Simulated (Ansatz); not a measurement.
Geometry optimisation, RKS PBE0/def2-SVP (Ansatz 0.2.0).

Input:

```yaml
crystal:
  periodic: [false, false, false]
  atoms:
    - { symbol: B, position_ang: [0.0, 0.0, 0.0] }
    - { symbol: H, position_ang: [0.0, 0.0, 1.19] }
    - { symbol: Cl, position_ang: [1.6108, 0.0, -0.93] }
    - { symbol: "N", position_ang: [-1.3423, 0.0, -0.775] }
    - { symbol: H, position_ang: [-2.0112, -0.8164, -0.6764] }
    - { symbol: H, position_ang: [-1.5914, 0.8164, -1.4036] }
basis:
  gaussian: { orbitals: def2-SVP }
hamiltonian:
  xc: pbe0
relax:
  f_tol: 0.02
  max_steps: 40
```

Run as:

```bash
$ ansatz run input.yaml --threads 1 --pin off --max-ram 2048MiB --backend cpu --events-out ev --progress --plain --runs-dir out
```

Problem. Where does it end, and by what steps?

Solution. The run converged. After 6 steps the energy has fallen by 1.430 eV; H5 moved furthest, 0.67 Å.

```
step  energy less start (eV)  largest force component (eV/Å)  accepted
   0                  0.0000                           3.052       yes
   1                 -0.7386                           1.402       yes
   2                 -1.1887                           1.049       yes
   3                 -1.3701                           0.627       yes
   4                 -1.4287                           0.097       yes
   5                 -1.4300                           0.029       yes
   6                 -1.4301                           0.010       yes
```

```xyz
6
Properties=species:S:1:pos:R:3
B -0.054 -0.053 -0.056
H -0.003 -0.429 1.087
Cl 1.446 0.437 -0.863
N -1.257 0.002 -0.743
H -2.133 -0.269 -0.317
H -1.332 0.312 -1.703
```

Whether the end is a true minimum wasn't checked by a vibrational analysis.

Run time: 4.6 s on 1 thread of AMD EPYC 9R45 96-Core Processor (Zen 5), on a shared host, peak memory 0.14 GiB.
